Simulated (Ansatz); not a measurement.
# CN (doublet): B97M-V, PBE0 over a scan of the distance N1–C2, 6-31G

How well do these functionals follow the top wave-function level for CN (doublet) over a scan of the distance N1–C2?

Computed with Ansatz 0.2.0, Gaussian basis. Level: 6-31G, all electrons in the functionals.

Plan: B97M-V, PBE0, at 0.948 Å; 1.040 Å; 1.160 Å; 1.273 Å; 1.416 Å; 1.578 Å; 1.855 Å; 2.125 Å; 2.580 Å; 3.071 Å; 3.912 Å.

27 further runs of the same task are left out: 7 for a known fault of the program, 17 that didn't finish, 3 set aside as unsound or not needed.

### Step 1. What is computed

The geometry derives from a PBE0/def2-TZVP stationary point (not a proven minimum). One bond is set to the value named and the two fragments are kept rigid.

2 atoms, charge 0, spin multiplicity 2.

Atoms are counted from 1 here; the program's logs count them from 0.

Bond lengths: N1–C2 1.160 Å.

No dispersion term is added; B97M-V holds VV10 nonlocal correlation.

The geometry shown and the zero of energy belong to the point 1.160 Å. The yardstick, FCI, and other wave-function levels (R restricted, U unrestricted, valence and pair active spaces) come from earlier runs.

### Step 2. B97M-V, 0.948 Å

Input file in.yaml:

```yaml
crystal:
  periodic: [false, false, false]
  atoms:
    - {symbol: N, position_ang: [0.000000, 0.000000, 0.000000]}
    - {symbol: C, position_ang: [0.000000, 0.000000, 0.948000]}
basis:
  gaussian: {orbitals: 6-31G}
magnetization: {spin_polarized: true, initial_magnetization: 1}
hamiltonian: {xc: {name: B97M-V}}
```

Command:

```bash
ansatz run in.yaml --threads 1 --pin off --events-out ev --progress --plain --max-ram 2393MiB
```

The runs that follow: B97M-V, 1.040 Å; B97M-V, 1.160 Å; B97M-V, 1.273 Å; B97M-V, 1.416 Å; B97M-V, 1.578 Å; B97M-V, 1.855 Å; B97M-V, 2.125 Å; B97M-V, 2.580 Å; B97M-V, 3.071 Å; B97M-V, 3.912 Å; PBE0, 0.948 Å; PBE0, 1.040 Å; PBE0, 1.160 Å; PBE0, 1.273 Å; PBE0, 1.416 Å; PBE0, 1.578 Å; PBE0, 1.855 Å; PBE0, 2.125 Å; PBE0, 2.580 Å; PBE0, 3.071 Å; PBE0, 3.912 Å.

Before running them: what should the planned runs give, taken together? Wanted: span of the FCI curve; largest miss, B97M-V; largest miss, PBE0.

**Answer**, as computed:

```
             quantity                   value
span of the FCI curve            598.9 kJ/mol
 largest miss, B97M-V  +54.7 kJ/mol (1.416 Å)
   largest miss, PBE0  +61.4 kJ/mol (1.416 Å)
```

What this shows: Of the functionals, B97M-V keep the smallest largest miss at the points compared (at most 54.7 kJ/mol) and PBE0 strays most (61.4 kJ/mol, at 1.416 Å). B97M-V, PBE0 clearly break the spin symmetry at some points (⟨S²⟩ up to 2.00 above the pure value), so energy there is bought with a mixed spin. Functionals and the yardstick converge differently with the basis, so part of each miss in 6-31G is the basis.
